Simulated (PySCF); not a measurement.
Gas-phase reaction: 3 CH₃SiHCl₂ + (CH₃)₂SiCl₂ ⇌ C₃H₈ + 2 CH₃SiCl₃ + 2 SiH₂Cl

Computed with PySCF and rigid-rotor harmonic-oscillator thermochemistry at 1 bar. † marks an energy on the PBE0/def2-TZVP geometry and frequencies; other levels use their own. MP2 and CCSD(T) freeze the core. 6-31G* has spherical d functions here. Open shells (unrestricted): SiH₂Cl (multiplicity 2); the rest are closed-shell singlets. SiH₂Cl: computed as isolated molecules; such fragments, hydroxides, amides, oligomers or adducts are transient or little studied in the gas. MP2 isn't extrapolated to the basis-set limit; its ΔH°(298 K) is 409.4 kJ in def2-SVP and 450.6 kJ in def2-TZVPP. CCSD(T) isn't extrapolated to the basis-set limit. The harmonic model lacks anharmonicity and excited electronic states, which grow with temperature; levels with a mode under 35 cm⁻¹ are left out. Internal rotation in CH₃SiHCl₂, (CH₃)₂SiCl₂, C₃H₈, CH₃SiCl₃ is treated as a harmonic vibration of one conformer, which makes the entropy rough.

```tsv
level	ΔE electronic, kJ	ΔH°(298 K), kJ	ΔS°(298 K), J/K	ΔG°(1600 K), kJ
CCSD(T)/def2-SVP†	403	396	144	190
HF/6-31G*	361	353	146	143
HF/def2-TZVP†	364	357	144	151
MP2/def2-SVP†	416	409	144	204
PBE/def2-TZVP†	415	408	144	203
LDA/def2-TZVP†	461	454	144	248
```
ΔH° is lowest at HF/6-31G* and highest at LDA/def2-TZVP†. No reference value is set beside these.
